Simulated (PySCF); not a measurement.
**A diatomic session: CH**

Aim: find the lowest electronic state of CH, scan its bond at several levels of theory, and get bond length, wavenumber and dissociation energy from each curve.

The runs use PySCF 2.14.0; H pcseg-2, C pcseg-2, no relativity.

**1. Set-up**

Settings of the job:

- atoms: H, C
- charge: 0
- basis: H pcseg-2, C pcseg-2
- Hamiltonian: no relativity
- basis functions: 44
- electrons treated: 7
- masses in u: 1.0078, 12.0000
- levels: PBE0, PBE, r²SCAN, B3LYP, revPBE, PW91, ωB97X, HF, MP2, SCS-MP2, CCSD, CCSD(T)
- grid: 80 radial by 434 angular points
- occupations: held fixed by the projection of orbital angular momentum
- dissociation limit: H + C, each in its ground configuration
- starting distance in angstrom: 1.030
- values of 2S to try: 1, 3

Run with:

```sh
OMP_NUM_THREADS=1 python dia.py task.json out
```

Further steps of the session: First curve: PBE0; Excited determinants; PBE; r²SCAN (meta-GGA); B3LYP (global hybrid GGA); revPBE; PW91 (GGA); ωB97X; UHF (mean field); Correlated methods on the Hartree–Fock reference.

What does the calculation give? Wanted: for each run, Re; ωe; De; μ.

As calculated:

Lowest PBE0 solution found, without spin–orbit coupling: ²Π (doublet), unpaired electrons π ↑. State 2 has its PBE0 minimum 0.53 eV higher. The other levels ran on the lowest alone.

```
      level  Re (Å)  ωe (cm⁻¹)  De (eV)  μ (D)
        UHF   1.105       3039     2.47  -1.67
    UHF-MP2   1.111       2969     3.40    n/a
UHF-SCS-MP2   1.112       2959     3.53    n/a
   UHF-CCSD   1.118       2887     3.52    n/a
UHF-CCSD(T)   1.119       2870     3.55    n/a
        PBE   1.137       2729     3.66  -1.48
     revPBE   1.138       2720     3.60  -1.46
       PW91   1.135       2738     3.67  -1.48
     r²SCAN   1.126       2812     3.53  -1.54
      B3LYP   1.123       2828     3.69  -1.54
       PBE0   1.125       2846     3.59  -1.55
      ωB97X   1.119       2896     3.61  -1.61
```

De is counted to H + C in their ground configurations. A positive dipole means H(−)C(+).

Differences from CCSD(T) in the same basis:

```
      level  Re (mÅ)  ωe (%)
        UHF      -15    +5.9
    UHF-MP2       -8    +3.5
UHF-SCS-MP2       -7    +3.1
   UHF-CCSD       -1    +0.6
        PBE      +18    -4.9
     revPBE      +19    -5.2
       PW91      +16    -4.6
     r²SCAN       +7    -2.0
      B3LYP       +3    -1.4
       PBE0       +6    -0.8
      ωB97X        0    +0.9
```

In words: Against CCSD(T) in the same basis, the bond length is nearest at ωB97X (0 mÅ) and farthest at revPBE (+19 mÅ); the wavenumber is nearest at UHF-CCSD (+0.6 %) and farthest at UHF (+5.9 %). Hartree–Fock makes the bond too short and too stiff against this reference, as it mostly does. PBE gives a bond that is too long and too soft, as GGAs tend to. Of the levels with a De here, UHF gives the least (2.47 eV) and B3LYP the most (3.69 eV).

Correlated steps freeze 1 core orbital.
